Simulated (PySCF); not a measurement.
An unknown is described by computed data only.

Formula: C3H7FOS.

| Property | Result |
| --- | --- |
| 13C NMR | chemical shifts (computed TMS as zero) by class: 108.8 (1 C), 33.5 (1 C), 8.4 (1 C) ppm [GIAO B3LYP/pcSseg-2] |
| UV, strongest line | among the 10 lowest singlet transitions: S5 at 6.67 eV (186 nm, f = 0.054) [TDDFT B3LYP/def2-SVPD] |
| Rotational structure | rotational constants A, B, C: 3.975, 2.382, 1.989 GHz [PBE0-D3(BJ)/def2-SVP] |
| Polarisability | 64.9 au [B3LYP/def2-SVPD] |
| Dipole | 2.55 D [B3LYP/def2-SVPD] |
| Valence photoelectron | vertical ionisation energy: 9.08 eV [ΔSCF B3LYP/def2-SVPD] |

Gas-phase values; electronic properties from PySCF, density fitting. Levels stand in brackets. Isolated species at its PBE0-D3(BJ)/def2-SVP geometry (one conformer only). NMR values are class means; diastereotopic atoms form classes of their own.

Q: What is the compound? Reason from the data.

A: Numbering: `[CH3:1][C@@H:2]([F:3])[S@@:4]([CH3:5])=[O:6]`. 3 carbons fall into 3 classes; from least to most shielded: sp3 C–F carbon [C2] (108.8 ppm), S-methyl carbon [C5] (33.5 ppm), methyl carbon [C1] (8.4 ppm). The first electron is taken from the HOMO, whose largest Löwdin shares are 0.52 on the sulfinyl oxygen, 0.28 on the sulfinyl sulfur, 0.06 on the sp3 C–F carbon and 0.06 on the S-methyl carbon. The optimised geometry has point group C1 and is an asymmetric top. Structure: `C[C@@H](F)[S@@](C)=O`. The assignments are read from this structure; whether some other isomer fits the data as well wasn't checked. The mirror image fits equally.

Shape of the structure used: `[CH3:1][C@@H:2]([F:3])[S@@:4]([CH3:5])=[O:6]`: C1–C2–S4–C5 -69°.
